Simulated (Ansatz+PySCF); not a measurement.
A calculation with Ansatz (development build ahead of 0.2.0).

```yaml
crystal:
  periodic: [false, false, false]
  atoms:
    - { symbol: C, position_ang: [0.0, 0.0, -0.60427] }
    - { symbol: C, position_ang: [0.0, 0.0, 1.20854] }
    - { symbol: H, position_ang: [0.0, 0.0, -1.67925] }
    - { symbol: H, position_ang: [0.0, 0.0, 2.28351] }
basis:
  gaussian: { orbitals: cc-pVDZ }
magnetization:
  spin_polarized: true
hamiltonian:
  xc: hf
scf:
  omitted_lower_state_checks: [starts, atomic_configurations, cluster_reference, orbital_swaps, given_window_search, neighbouring_geometries, increment]
```

The input is written out in the form of the current development build from the run's settings.

The run gave:

- Converged: yes
- Total energy: -76.64508 hartree
- Spin squared of the determinant: 2.009
- Stability test: minimum

Caution: the unrestricted determinant is a mixture of spin states; the determinant breaks the point group.
